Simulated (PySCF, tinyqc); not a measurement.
Worked calculation: RKS/B3LYP (VWN-RPA form) in the sto-3g basis, for CH2, spin multiplicity 1. The lowest restricted solution is unstable here: a spin-polarised one lies 0.0212 hartree lower (PySCF). One step of it, computed by the program tinyqc.

Task: Iteration 2: diagonalisation and new density. Diagonalise F' = X^T F X, C = X C', fill 4 alpha and 4 beta electrons from the bottom; D = 2 C_occ C_occ^T. Each column has its largest component positive (the first on a tie).

Kohn-Sham matrix F (hartree), lower triangle:
```
             1C 1s      1C 2s     1C 2px     1C 2py     1C 2pz      2H 1s      3H 1s
1C 1s   -10.229816
1C 2s    -2.781036  -1.314077
1C 2px    0.000000   0.000000  -0.139030
1C 2py    0.000192   0.002010   0.000000  -0.235908
1C 2pz   -0.021031  -0.073697   0.000000   0.001134  -0.208198
2H 1s    -0.443005  -0.432067   0.000000  -0.234452  -0.156834  -0.249856
3H 1s    -0.453493  -0.440292   0.000000   0.238581  -0.159204  -0.097233  -0.259460
```

X:
```
                1          2          3         4          5          6          7
1C 1s   -0.345493  -0.015851   0.749775  0.000000  -0.592127   0.003264   0.208332
1C 2s    1.058474   0.038941  -0.303935  0.000000  -0.275657   0.005717   0.474940
1C 2px   0.000000   0.000000   0.000000  1.000000   0.000000   0.000000   0.000000
1C 2py  -0.042581   0.978395   0.000768  0.000000  -0.000526   0.613245  -0.006290
1C 2pz   0.473321   0.017137   0.638082  0.000000   0.661073   0.002566   0.207761
2H 1s   -0.680709  -0.779252  -0.196214  0.000000   0.158685   0.403457   0.365464
3H 1s   -0.748542   0.726196  -0.193978  0.000000   0.157243  -0.393580   0.374816
```

Give: F' = X^T F X; orbital energies; coefficients C; D after iteration 2.

Result:

F' = X^T F X (hartree), lower triangle:
```
        1       2       3       4       5       6       7
1  -0.041
2  -0.018   0.292
3   0.955   0.052  -4.470
4   0.000   0.000   0.000  -0.139
5  -0.771  -0.045   4.259   0.000  -4.482
6   0.003  -0.013  -0.031   0.000   0.032  -0.370
7   0.245   0.017  -2.318   0.000   2.390  -0.016  -1.906
```

orbital energies (hartree): MO1 -10.237, MO2 -0.642, MO3 -0.370, MO4 -0.231, MO5 -0.139, MO6 0.209, MO7 0.293

coefficients C:
```
           MO1     MO2     MO3     MO4    MO5     MO6     MO7
1C 1s    0.992  -0.246  -0.004   0.106  0.000   0.140   0.003
1C 2s    0.032   0.840   0.015  -0.469  0.000  -0.767  -0.021
1C 2px   0.000   0.000   0.000   0.000  1.000   0.000   0.000
1C 2py   0.000  -0.006   0.633   0.006  0.000  -0.015   0.967
1C 2pz   0.005   0.156  -0.003   0.831  0.000  -0.629  -0.015
2H 1s   -0.007   0.174   0.382   0.230  0.000   0.806  -0.743
3H 1s   -0.007   0.182  -0.385   0.225  0.000   0.779   0.779
```

D after iteration 2, lower triangle:
```
         1C 1s   1C 2s  1C 2px  1C 2py  1C 2pz   2H 1s  3H 1s
1C 1s    2.112
1C 2s   -0.449   1.853
1C 2px   0.000   0.000   0.000
1C 2py  -0.001   0.005   0.000   0.800
1C 2pz   0.110  -0.518   0.000   0.004   1.431
2H 1s   -0.053   0.087   0.000   0.484   0.434   0.458
3H 1s   -0.053   0.083   0.000  -0.486   0.433  -0.127  0.464
```
